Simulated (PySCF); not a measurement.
## LiSi⁺: frontier orbitals

PBE0 at R = 2.751 Å; Li def2-TZVP, Si def2-TZVP; no relativity (PySCF 2.14). State: triplet, unpaired electrons π ↑↑, a second solution, started from another occupation. Only the outer orbitals are listed, counted within each symmetry.

| spin | orbital | occ. | ε (eV) | on Li (%) | main shells (%) |
| --- | --- | --- | --- | --- | --- |
| α | 5σ | 1 | -18.06 | 0 | 100 Si s |
| α | 2π | 1 | -10.62 | 2 | 97 Si p |
| α | 2π | 1 | -10.62 | 2 | 97 Si p |
| α | 6σ | 0 | -9.33 | 16 | 81 Si p, 12 Li s |
| α | 7σ | 0 | -5.92 | 96 | 85 Li s, 11 Li p |
| α | 3π | 0 | -4.60 | 92 | 92 Li p |
| β | 5σ | 1 | -16.00 | 1 | 96 Si s |
| β | 6σ | 0 | -8.73 | 18 | 77 Si p, 13 Li s |
| β | 2π | 0 | -6.73 | 11 | 88 Si p, 11 Li p |
| β | 2π | 0 | -6.73 | 11 | 88 Si p, 11 Li p |

Task: Which are the highest filled and the lowest empty level, where do they sit, and how wide is the gap?

Result: Highest filled α 2π at -10.62 eV (in %: 97 Si p); lowest empty α 6σ at -9.33 eV (in %: 81 Si p, 12 Li s); the gap at PBE0 is 1.29 eV.

| Property | Result |
| --- | --- |
| bond order (Mayer) | 0.12 |
| ⟨S²⟩ | 2.010 |
| charge on Li (Mulliken, basis-dependent) | 0.94 |
| charge on Li (Löwdin, basis-dependent) | 0.71 |
| dipole moment (positive dipole points towards Si; it is taken about the centre of mass and depends on that origin) | -7.85 D |
